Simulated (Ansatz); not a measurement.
**CH3AlF (charge -1): rotation by 180° about the C1–Al2 bond**

Program: Ansatz 0.2.0. Level of theory: RKS B3LYP/def2-SVP. These are calculated values, not measurements.

**1. The starting structure**

Bond lengths: C1–Al2 1.902 Å, Al2–F3 1.717 Å, C1–H4 1.116 Å, C1–H5 1.120 Å, Al2–H6 1.660 Å. Angles: C1–Al2–F3 127.5°, C1–Al2–H6 137.7°, F3–Al2–H6 94.8°, Al2–C1–H4 106.4°, Al2–C1–H5 103.8°, H4–C1–H5 103.3°.

As a file:

```xyz
6

C    -0.3866    0.1724   -1.1724
Al    0.4423    0.0400    0.5344
F     2.0106   -0.5620    0.8895
H    -1.2728    0.8386   -1.0423
H    -0.8436   -0.8385   -1.3261
H     0.0502    0.3495    2.1170
```

**2. End point A**

input.yaml

```yaml
crystal:
  periodic: [false, false, false]
  atoms:
    - { symbol: C, position_ang: [-0.38664, 0.17239, -1.17242] }
    - { symbol: Al, position_ang: [0.44229, 0.03997, 0.53436] }
    - { symbol: F, position_ang: [2.01056, -0.56204, 0.88952] }
    - { symbol: H, position_ang: [-1.27279, 0.83863, -1.04233] }
    - { symbol: H, position_ang: [-0.84361, -0.83848, -1.32611] }
    - { symbol: H, position_ang: [0.05019, 0.34954, 2.11697] }
total_charge: -1
basis:
  gaussian: { orbitals: def2-SVP }
hamiltonian:
  xc: b3lyp
relax:
  f_tol: 0.015
  max_steps: 40
output:
  orbitals: {}
```

Run with:

```console
$ ansatz run input.yaml --threads 1 --pin off --max-ram 2048MiB --backend cpu --events-out ev --progress --plain --runs-dir out
```

What time and memory should one allow on 1 thread of Arm Neoverse V1, shared host?

About 18 s, with a peak of 0.13 GiB.
